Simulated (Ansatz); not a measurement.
Species: CH$_{4}$, SMILES `C` (charge 0, multiplicity 1).

Give a relaxed geometry from PBE0-D3(BJ)/def2-TZVP (Ansatz, an electronic-structure program).

the end point of this relaxation (outside a Z-matrix the atoms follow the SMILES, hydrogens last).
Z-matrix (Å, degrees):
```
C
H 1 1.0896
H 1 1.0896 2 109.47
H 1 1.0896 2 109.47 3 -120.00
H 1 1.0896 2 109.47 3 120.00
```
